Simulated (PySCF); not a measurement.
# Molecular orbitals of LiSi

PBE at R = 2.367 Å; basis Li def2-TZVPP, Si def2-TZVPP; no relativity; PySCF 2.14. State: ⁴Σ⁻ (quartet), unpaired electrons σ ↑, π ↑↑. Only the outer orbitals are listed, counted within each symmetry.

| spin | orbital | occ. | ε (eV) | on Li (%) | main shells (%) |
| --- | --- | --- | --- | --- | --- |
| α | 4σ | 1 | -52.16 | 100 | 100 Li s |
| α | 5σ | 1 | -10.21 | 2 | 97 Si s |
| α | 6σ | 1 | -4.43 | 13 | 84 Si p, 11 Li s |
| α | 2π | 1 | -3.74 | 13 | 86 Si p, 12 Li p |
| α | 2π | 1 | -3.74 | 13 | 86 Si p, 12 Li p |
| α | 7σ | 0 | -2.10 | 96 | 74 Li s, 21 Li p |
| α | 3π | 0 | -0.44 | 86 | 86 Li p, 10 Si p |
| α | 3π | 0 | -0.44 | 86 | 86 Li p, 10 Si p |
| β | 4σ | 1 | -52.02 | 100 | 100 Li s |
| β | 5σ | 1 | -8.25 | 7 | 92 Si s |
| β | 6σ | 0 | -2.57 | 21 | 75 Si p, 20 Li s |
| β | 2π | 0 | -1.89 | 20 | 80 Si p, 19 Li p |
| β | 2π | 0 | -1.89 | 20 | 80 Si p, 19 Li p |

Problem. Which are the highest filled and the lowest empty level, where do they sit, and how wide is the gap?

Solution. Highest filled α 2π at -3.74 eV (in %: 86 Si p, 12 Li p); lowest empty β 6σ at -2.57 eV (in %: 75 Si p, 20 Li s); the gap at PBE is 1.17 eV.

```json
{
  "bond order (Mayer)": "0.85",
  "⟨S²⟩": "3.750",
  "charge on Li (Mulliken, basis-dependent)": "0.52",
  "charge on Li (Löwdin, basis-dependent)": "0.03",
  "dipole moment (positive dipole means Li(−)Si(+))": "-5.63 D",
  "polarisability along the bond": "99.9 bohr³",
  "polarisability across the bond": "65.1 bohr³"
}
```

The state was picked by a PBE0 search and need not be the measured ground state.
